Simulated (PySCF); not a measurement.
Gas-phase reaction: SiCl3F + Si → 2 SiCl + ClF

Computed with PySCF (xtb for GFN2) and rigid-rotor harmonic-oscillator thermochemistry at 1 bar. † marks an energy on the PBE0/def2-TZVP geometry and frequencies; other levels use their own. MP2 freezes the core. Open shells (unrestricted): Si (multiplicity 3), SiCl (multiplicity 2); the rest are closed-shell singlets. GFN2 has no spin-polarisation term. Spin-orbit splitting is ignored; it lowers the true energy and changes the entropy of Si, SiCl. MP2 isn't extrapolated to the basis-set limit.

MP2/def2-TZVPP† gives ΔH°(298 K) = 732 kJ.

What do M06-2X/def2-TZVP†, GFN2-xTB, HF/def2-TZVP† give?

M06-2X/def2-TZVP†: 671 kJ; GFN2-xTB: 456 kJ; HF/def2-TZVP†: 704 kJ. For scale, ΔH°(298 K) is 732 kJ at this level, 670 kJ at ωB97M-V/def2-TZVP†, and runs from 456 to 732 kJ over the 20 levels computed.
